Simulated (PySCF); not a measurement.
Isomers of C5H7F. The calculation used PySCF, PBE0-D3(BJ)/def2-SVP geometry optimisation, gas phase. Energies are electronic, without zero-point or thermal terms, for one conformer each. No frequencies were run at this level. Point groups hold within 0.08 Å.

Question: Order them by energy at this level, lowest first, and give relative energies in kJ/mol.
A. `[F:1][C:2]1=[CH:3][CH2:4][CH2:5][CH2:6]1` with C2–C3–C4–C5 -13°, C3–C4–C5–C6 20°, C4–C5–C6–C2 -20°, F1–C2–C6–C5 -170°
B. HC≡CCF(CH3)2 (`C#CC(C)(C)F`)
C. `[CH2:1]=[CH:2][CH:3]([F:4])[CH:5]=[CH2:6]` with C1–C2–C3–F4 1°, C2–C3–C5–C6 121°
D. `F[C@@]12CC[C@@H]1C2`

Answer: A (0.0), D (108.4), C (113.8), B (154.6).

As drawn, the lowest has a C=C bond outside aromatic rings, which the highest lacks; the highest has a C≡C bond, which the lowest lacks. Neighbours under 10 kJ/mol apart (F[C@@]12CC[C@@H]1C2 and C=CC(F)C=C) can change places with a better method, another conformer or zero-point energy.

| SMILES | E (Eh) | E rel (kJ/mol) | dipole (D) | point group | A, B, C (MHz) |
| --- | --- | --- | --- | --- | --- |
| FC1=CCCC1 | -294.02933 | 0.0 | 1.48 | – | 7197, 3149, 2301 |
| F[C@@]12CC[C@@H]1C2 | -293.98804 | 108.4 | 1.42 | C1 | 6136, 3767, 2951 |
| C=CC(F)C=C | -293.98597 | 113.8 | 1.52 | Cs | 6770, 2479, 2138 |
| C#CC(C)(C)F | -293.97044 | 154.6 | 1.83 | Cs | 4849, 2765, 2695 |
